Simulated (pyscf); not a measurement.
Thermochemistry of product channels of •H₂Si–Cl + ammonia (NH₃) on the doublet surface, in eV, from ωB97M-D3(BJ)/def2-TZVP energies (ideal gas, 1 atm, RRHO with modes under 100 cm⁻¹ raised to 100, one conformer, R ln 2 for rigid chiral ones). Structures and frequencies: ωB97X-D3(BJ)/def2-SVP in PySCF.

```
products                                ΔE  ΔH(298 K)  ΔG(298 K)  ΔG(1200 K)
-----------------------------------  -----  ---------  ---------  ----------
•HN–SiH₂–Cl + hydrogen (H₂)          +0.47      +0.23      +0.30       +0.38
H₂N–SiH₂–Cl + H atom (H•)            +0.03      -0.13      +0.01       +0.29
H₂N–SiH₂• + hydrogen chloride (HCl)  +0.48      +0.39      +0.40       +0.36
H₂N–SiH•–Cl + hydrogen (H₂)          -0.40      -0.54      -0.48       -0.45
H₃Si–Cl + amino radical (NH₂•)       +0.76      +0.61      +0.64       +0.70
```

These are energies of the channels, which say nothing of barriers.
